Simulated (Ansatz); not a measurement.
**Zn (model structure, started from the simple cubic type, Pm-3m, No. 221, 1 atom in the cell)**

Level of theory: r²SCAN (PAW; Ansatz, a quantum-chemistry and plane-wave program).

Numerical settings: plane-wave cutoff 500 eV, 28×28×28 k mesh, Fermi–Dirac smearing 0.1 eV, scalar-relativistic PAW data made under PBE.

Cell (relaxed at this level):

```
Zn
1.0
    2.58255     0.00000     0.00000
    0.00000     2.58255     0.00000
    0.00000     0.00000     2.58255
Zn
1
Cartesian
  0.00000   0.00000   0.00000
```

```json
{
  "band_gap": "zero (no gap)"
}
```

Note: the relaxation could raise the start's symmetry but not lower it, so the cell can be a saddle point.

Static lattice: no zero-point or thermal effects.

A model structure was made by putting elements into a prototype or built by hand; it is no filed structure, need not be a known phase, and can be a saddle point held by its symmetry.
